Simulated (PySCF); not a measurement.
## F, SMILES `[F]` (charge 0, multiplicity 2)

The numbers are results of TPSSh-D3(BJ)/def2-TZVP run with PySCF, not measurements.

| Property | Value |
|---|---|
| highest occupied spin orbital | -11.25 eV |
| dipole moment | 0.00 D |
| total energy | -99.7660 Ha |
| cost | about 1.8 core-seconds (a rough figure) |

```xyz
1

F      0.0000     0.0000     0.0000
```
Charge 0, spin multiplicity 2.
